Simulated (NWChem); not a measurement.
System: H, doublet

Here is an NWChem input.

```
start job
memory heap 200 mb stack 900 mb global 1100 mb
geometry units angstroms noautoz
  H      0.000000     0.000000     0.000000
end
basis spherical
  * library aug-cc-pvdz
end
dft
  odft
  mult 2
  xc pbe0
  iterations 150
  mulliken
end
task dft energy
```

Output (shortened):

```
             Northwest Computational Chemistry Package (NWChem) 7.3.0
             --------------------------------------------------------

                             Geometry "geometry" -> ""
                             -------------------------

 Output coordinates in angstroms (scale by  1.889725989 to convert to a.u.)

  No.       Tag          Charge          X              Y              Z
 ---- ---------------- ---------- -------------- -------------- --------------
    1 H                    1.0000     0.00000000     0.00000000     0.00000000

 Effective nuclear repulsion energy (a.u.)       0.0000000000

                                 NWChem DFT Module
                                 -----------------

 Summary of "ao basis" -> "ao basis" (spherical)
 ------------------------------------------------------------------------------
       Tag                 Description            Shells   Functions and Types
 ---------------- ------------------------------  ------  ---------------------
 H                        aug-cc-pvdz                5        9   3s2p

            General Information
            -------------------
          SCF calculation type: DFT
          Wavefunction type:  spin polarized.
          No. of atoms     :     1
          No. of electrons :     1
           Alpha electrons :     1
            Beta electrons :     0
          Charge           :     0
          Spin multiplicity:     2
          Use of symmetry is: off; symmetry adaption is: off
          Maximum number of iterations: 150
          AO basis - number of functions:     9
                     number of shells:     5
          Convergence on energy requested:  1.00D-06
          Convergence on density requested:  1.00D-05
          Convergence on gradient requested:  5.00D-04

              XC Information
              --------------
                         PBE0 Method XC Functional
                     Hartree-Fock (Exact) Exchange  0.250
          PerdewBurkeErnzerhof Exchange Functional  0.750
            Perdew 1991 LDA Correlation Functional  1.000 local
           PerdewBurkeErnz. Correlation Functional  1.000 non-local

             Grid Information
             ----------------
          Grid used for XC integration:  medium
          Radial quadrature: Mura-Knowles
          Angular quadrature: Lebedev.
          Tag              B.-S. Rad. Rad. Pts. Rad. Cut. Ang. Pts.
          ---              ---------- --------- --------- ---------
          H                   0.35       45           9.0       434
          Grid pruning is: on
          Number of quadrature shells:    45
          Spatial weights used:  Erf1

      Superposition of Atomic Density Guess
      -------------------------------------

 Sum of atomic energies:          -0.49933463

      Non-variational initial energy
      ------------------------------

 Total energy =      -0.499334
 1-e energy   =      -0.499334
 2-e energy   =       0.000000
 HOMO         =      -0.499334
 LUMO         =      -0.121867

     ---------------------------------------------
      Total Density - Mulliken Population Analysis
     ---------------------------------------------

    Atom       Charge   Shell Charges
 -----------   ------   -------------------------------------------------------
    1 H    1     1.00   0.55  0.44  0.01 -0.00  0.00

     --------------------------------------------
      Spin Density - Mulliken Population Analysis
     --------------------------------------------

    Atom       Charge   Shell Charges
 -----------   ------   -------------------------------------------------------
    1 H    1     1.00   0.55  0.44  0.01 -0.00  0.00

   convergence    iter        energy       DeltaE   RMS-Dens  Diis-err
 ---------------- ----- ----------------- --------- --------- ---------
 d= 0,ls=0.0,diis     1     -0.5004956093 -5.00D-01  3.70D-03  1.04D-04
                                                     0.00D+00  0.00D+00
 d= 0,ls=0.0,diis     2     -0.5006483576 -1.53D-04  5.66D-04  1.82D-06
                                                     0.00D+00  0.00D+00
 d= 0,ls=0.0,diis     3     -0.5006511955 -2.84D-06  1.75D-05  2.74D-09
                                                     0.00D+00  0.00D+00
 d= 0,ls=0.0,diis     4     -0.5006511975 -1.94D-09  8.39D-07  4.27D-12
                                                     0.00D+00  0.00D+00

         Total DFT energy =       -0.500651197489
      One electron energy =       -0.499152598260
           Coulomb energy =        0.308414914908
    Exchange-Corr. energy =       -0.309913514137
 Nuclear repulsion energy =        0.000000000000

 Numeric. integr. density =        0.999999998948

                    DFT Final Alpha Molecular Orbital Analysis
                    ------------------------------------------

 Vector    1  Occ=1.000000D+00  E=-3.350382D-01
              MO Center=  1.1D-15,  1.1D-15, -8.6D-18, r^2= 8.8D-01
   Bfn.  Coefficient  Atom+Function         Bfn.  Coefficient  Atom+Function
  ----- ------------  ---------------      ----- ------------  ---------------
     1      0.587983  1 H  s                  2      0.472840  1 H  s
     3      0.046507  1 H  s

 Vector    2  Occ=0.000000D+00  E= 3.625216D-02
              MO Center= -5.2D-17, -4.8D-16,  6.6D-17, r^2= 9.6D+00
   Bfn.  Coefficient  Atom+Function         Bfn.  Coefficient  Atom+Function
  ----- ------------  ---------------      ----- ------------  ---------------
     3      1.306851  1 H  s                  2     -0.605767  1 H  s
     1     -0.195479  1 H  s

 Vector    3  Occ=0.000000D+00  E= 1.858815D-01
              MO Center=  5.9D-16, -1.9D-15, -1.6D-17, r^2= 2.5D+00
   Bfn.  Coefficient  Atom+Function         Bfn.  Coefficient  Atom+Function
  ----- ------------  ---------------      ----- ------------  ---------------
     8      0.953205  1 H  py                 7     -0.290780  1 H  px

 Vector    4  Occ=0.000000D+00  E= 1.858815D-01
              MO Center=  4.1D-17,  1.2D-17,  3.9D-19, r^2= 2.5D+00
   Bfn.  Coefficient  Atom+Function         Bfn.  Coefficient  Atom+Function
  ----- ------------  ---------------      ----- ------------  ---------------
     7      0.953218  1 H  px                 8      0.290707  1 H  py

                     DFT Final Beta Molecular Orbital Analysis
                     -----------------------------------------

 Vector    1  Occ=0.000000D+00  E=-2.420736D-02
              MO Center= -3.8D-10, -3.8D-10, -3.8D-10, r^2= 3.0D+00
   Bfn.  Coefficient  Atom+Function         Bfn.  Coefficient  Atom+Function
  ----- ------------  ---------------      ----- ------------  ---------------
     3      0.520667  1 H  s                  2      0.339741  1 H  s
     1      0.327479  1 H  s

 Vector    2  Occ=0.000000D+00  E= 1.062009D-01
              MO Center= -3.0D-10, -3.0D-10, -3.0D-10, r^2= 8.2D+00
   Bfn.  Coefficient  Atom+Function         Bfn.  Coefficient  Atom+Function
  ----- ------------  ---------------      ----- ------------  ---------------
     3      1.269017  1 H  s                  2     -0.996951  1 H  s
     1     -0.226160  1 H  s

 Vector    3  Occ=0.000000D+00  E= 3.033454D-01
              MO Center= -5.0D-14,  6.3D-14, -1.3D-14, r^2= 2.5D+00
   Bfn.  Coefficient  Atom+Function         Bfn.  Coefficient  Atom+Function
  ----- ------------  ---------------      ----- ------------  ---------------
     8      0.782733  1 H  py                 7     -0.622594  1 H  px
     9     -0.160015  1 H  pz

     ---------------------------------------------
      Total Density - Mulliken Population Analysis
     ---------------------------------------------

    Atom       Charge   Shell Charges
 -----------   ------   -------------------------------------------------------
    1 H    1     1.00   0.54  0.43  0.03  0.00  0.00

     --------------------------------------------
      Spin Density - Mulliken Population Analysis
     --------------------------------------------

    Atom       Charge   Shell Charges
 -----------   ------   -------------------------------------------------------
    1 H    1     1.00   0.54  0.43  0.03  0.00  0.00

     -------------------------------------------
      Total Density - Lowdin Population Analysis
     -------------------------------------------

    Atom       Charge   Shell Charges
 -----------   ------   -------------------------------------------------------
    1 H    1     1.00   0.52  0.40  0.08  0.00  0.00

     ------------------------------------------
      Spin Density - Lowdin Population Analysis
     ------------------------------------------

    Atom       Charge   Shell Charges
 -----------   ------   -------------------------------------------------------
    1 H    1     1.00   0.52  0.40  0.08  0.00  0.00

   alpha - beta orbital overlaps
   -----------------------------

   alpha      1      2      3      4      5      6      7      8      9
    beta      1      2      3      5      4      6      8      9      7
 overlap   0.903  0.903  0.917  0.725  0.807  0.986  0.846  0.767  0.881

     --------------------------
     Expectation value of S2:
     --------------------------
      <S2> =      0.7500 (Exact =     0.7500)
```

Level: PBE0/aug-cc-pVDZ, spin-unrestricted. No stability test was run on the SCF state.
